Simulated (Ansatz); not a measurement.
Cartesian coordinates in Å:
```
C -1.700 -0.499 1.757
C -0.663 0.258 1.402
C 0.060 0.160 0.163
C 1.125 0.860 -0.324
C 1.413 0.322 -1.608
C 0.505 -0.663 -1.808
O -0.320 -0.774 -0.746
H -2.085 -1.274 1.106
H -2.189 -0.358 2.713
H -0.296 1.028 2.074
H 1.637 1.663 0.183
H 2.189 0.625 -2.291
H 0.324 -1.347 -2.621
```

The species carries charge 0 and has multiplicity 1.

Task: List the PBE0/def2-TZVPP orbital energies in eV (Ansatz 0.2.0). (An estimate is asked.)

Result: The calculation gave: Occupied: -524.55, -279.72, -279.63, -278.54, -278.28, -278.26, -278.09, -31.31, -22.73, -22.48, -20.40, -17.33, -16.97, -15.54, -14.68, -13.07, -12.88, -12.57, -11.50, -11.27, -10.56, -10.27, -8.80, -8.14, -6.14. Lowest empty: -0.89, 1.24, 1.84, 2.30, 2.51, 2.58, 2.80, 3.00.
